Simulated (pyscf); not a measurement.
H₃C–CH₂–ZnH + ammonia (NH₃) -> ethane (H₃C–CH₃) + H₂N–ZnH (four-centre exchange; singlet surface; C–Zn, H–N broken, C–H, N–Zn formed). PySCF, gas phase, ωB97X-D3(BJ)/def2-SVP geometries. Energies in kcal/mol from the separated reactants.

```json
[
 {"level": "ωB97X-D3(BJ)/def2-TZVP", "barrier": "25.0", "reaction energy": "-12.4"},
 {"level": "PBE/def2-TZVP", "barrier": "(withheld)", "reaction energy": "(withheld)"},
 {"level": "r²SCAN/def2-TZVP", "barrier": "21.8", "reaction energy": "-13.0"},
 {"level": "B3LYP-D3(BJ)/def2-TZVP", "barrier": "25.9", "reaction energy": "-12.6"},
 {"level": "PBE0-D3(BJ)/def2-TZVP", "barrier": "(withheld)", "reaction energy": "-11.7"},
 {"level": "HF/def2-TZVP", "barrier": "37.8", "reaction energy": "-15.5"}
]
```

### Question
Fill in the missing entries.

### Answer

- PBE/def2-TZVP, barrier: 23.2
- PBE/def2-TZVP, reaction energy: -11.8
- PBE0-D3(BJ)/def2-TZVP, barrier: 22.8

The functionals in the table span 4.0 kcal/mol in this barrier, from r²SCAN to B3LYP-D3(BJ). On the reactant side the descent ends in an adduct with a N–Zn contact (not fully relaxed), 12.4 kcal/mol under the separated species and 37.4 kcal/mol under the saddle at ωB97X-D3(BJ)/def2-TZVP. What is counted as formed (N–Zn) is already present as a longer contact in the reactant adduct; forming that adduct is a step of its own. One saddle was located; it need not be the lowest between these sides. Elements up to Kr have no core potential and no relativistic terms here.
